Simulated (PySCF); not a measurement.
# OH: bond curves at several levels of theory

One job finds the state of OH, follows it along the bond with each method and fits the curves.

The runs use PySCF 2.14.0; H 6-31G(d,p), O 6-31G(d,p), no relativity.

### Step 1. The job

The job is set up so:

```json
{"atoms": "H, O", "charge": "0", "basis": "H 6-31G(d,p), O 6-31G(d,p)", "Hamiltonian": "no relativity", "basis functions": "19", "electrons treated": "9", "masses in u": "1.0078, 15.9949", "levels": "PBE0, PBE, r²SCAN, PBEsol, M06-2X, B3LYP, CAM-B3LYP, HF, MP2, SCS-MP2, CCSD, CCSD(T)", "grid": "80 radial by 434 angular points", "occupations": "held fixed by the projection of orbital angular momentum", "dissociation limit": "H + O, each in its ground configuration", "starting distance in angstrom": "0.920", "values of 2S to try": "1, 3"}
```

Launch:

```
OMP_NUM_THREADS=1 python dia.py task.json out
```

After this run come: The PBE0 curve of the state that the search chose; PBE (GGA); r²SCAN; PBEsol (GGA); M06-2X; B3LYP; CAM-B3LYP; UHF (mean field); Correlated methods on the Hartree–Fock reference.

Before running it: what results should come out? Wanted: for each run, Re; ωe; De; μ.

As calculated:

Lowest PBE0 solution found, without spin–orbit coupling: ²Π (doublet), unpaired electrons π ↑.

```csv
level,Re (Å),ωe (cm⁻¹),De (eV),μ (D)
UHF,0.954,4059,2.89,-1.87
UHF-MP2,0.972,3839,4.17,n/a
UHF-SCS-MP2,0.973,3821,4.19,n/a
UHF-CCSD,0.975,3778,4.14,n/a
UHF-CCSD(T),0.976,3760,4.17,n/a
PBE,0.988,3593,4.63,-1.69
PBEsol,0.989,3600,4.83,-1.73
r²SCAN,0.977,3728,4.58,-1.77
B3LYP,0.980,3692,4.55,-1.74
PBE0,0.975,3771,4.46,-1.76
M06-2X,0.975,3778,4.49,-1.79
CAM-B3LYP,0.978,3734,4.56,-1.77
```

De is counted to H + O in their ground configurations. A positive dipole means H(−)O(+).

Differences from CCSD(T) in the same basis:

```csv
level,Re (mÅ),ωe (%)
UHF,-22,+7.9
UHF-MP2,-4,+2.1
UHF-SCS-MP2,-3,+1.6
UHF-CCSD,-1,+0.5
PBE,+12,-4.4
PBEsol,+13,-4.3
r²SCAN,+1,-0.9
B3LYP,+4,-1.8
PBE0,-1,+0.3
M06-2X,-1,+0.5
CAM-B3LYP,+2,-0.7
```

Judged by CCSD(T) in the same basis: best bond length UHF-CCSD and r²SCAN and PBE0 (1 mÅ off), worst UHF (-22 mÅ); best wavenumber PBE0 (+0.3 %), worst UHF (+7.9 %). Hartree–Fock falls on the short and stiff side, its usual fault. PBE gives a bond that is too long and too soft, as GGAs tend to. CCSD(T) in a basis this small is itself some way from its limit, more so than the functionals. Of the levels with a De here, UHF gives the least (2.89 eV) and PBEsol the most (4.83 eV).

Correlated steps freeze 1 core orbital.
